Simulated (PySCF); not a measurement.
Stepwise substitution at one centre (Al F-SiH3). Isolated molecules, 0 K electronic values unless said otherwise. Strings in code marks are SMILES.

The S1–T1 gap (TDA) from two functionals at the same geometries (PBE0-D4/def2-TZVP), both in PySCF: PBE-D3(BJ)/def2-TZVP and B3LYP-D3(BJ)/def2-TZVP. B3LYP has the VWN-RPA correlation part, as in Gaussian. Excitations are Tamm–Dancoff values on a coarser integration grid. The basis has no diffuse functions, so Rydberg states are missing or too high.

```json
[
 {"species": "0 of 3 F replaced by SiH3 (`[F][Al]([F])[F]`)", "PBE-D3(BJ)/def2-TZVP (eV)": "0.20", "B3LYP-D3(BJ)/def2-TZVP (eV)": "0.23"},
 {"species": "1 of 3 F replaced by SiH3 (`[F][Al]([F])[SiH3]`)", "PBE-D3(BJ)/def2-TZVP (eV)": "1.31", "B3LYP-D3(BJ)/def2-TZVP (eV)": "1.34"},
 {"species": "2 of 3 F replaced by SiH3 (`[Al]([SiH3])([F])[SiH3]`)", "PBE-D3(BJ)/def2-TZVP (eV)": "0.60", "B3LYP-D3(BJ)/def2-TZVP (eV)": "0.60"},
 {"species": "3 of 3 F replaced by SiH3 (`[SiH3][Al]([SiH3])[SiH3]`)", "PBE-D3(BJ)/def2-TZVP (eV)": "0.50", "B3LYP-D3(BJ)/def2-TZVP (eV)": "0.50"}
]
```

Over these rows, drawn at random from the members with no instability flagged (it was tested for open shells, ions and some series alone), PBE minus B3LYP-D3(BJ): mean -0.02 eV, from -0.03 eV to 0.00 eV.
